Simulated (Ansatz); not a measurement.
System: OCl (charge +1, triplet). 
Structure (B3LYP-D3(BJ)/def2-TZVP (Ansatz, a quantum-chemistry and plane-wave program) minimum search):
```
Cl
O 1 1.4807
```
Charge +1, spin multiplicity 3.

Basis-set convergence of Hartree-Fock and CCSD(T) correlation energies (hartree) with Ansatz. Valence correlation only, unless marked. Open shells are spin-unrestricted. Spin-orbit coupling is left out. No relativistic terms.

```json
[
 {"basis": "cc-pV(D+d)Z", "functions": "37", "E(HF)": "-533.87782", "E(corr, CCSD(T))": "-0.32658"},
 {"basis": "cc-pV(T+d)Z", "functions": "69", "E(HF)": "-533.92942", "E(corr, CCSD(T))": "-0.42022"},
 {"basis": "cc-pV(Q+d)Z", "functions": "119", "E(HF)": "-533.93986", "E(corr, CCSD(T))": "-0.45068"},
 {"basis": "cc-pV(5+d)Z", "functions": "191", "E(HF)": "-533.94222", "E(corr, CCSD(T))": "-0.46170"}
]
```

Extrapolating the two largest sets (X = 4 and 5) as X^-3: E(corr) = (125·(-0.46170) - 64·(-0.45068))/61 = -0.4733 Eh, an estimate of the basis-set limit. The largest set recovers 97.6 % of it, the smallest 69.0 %.
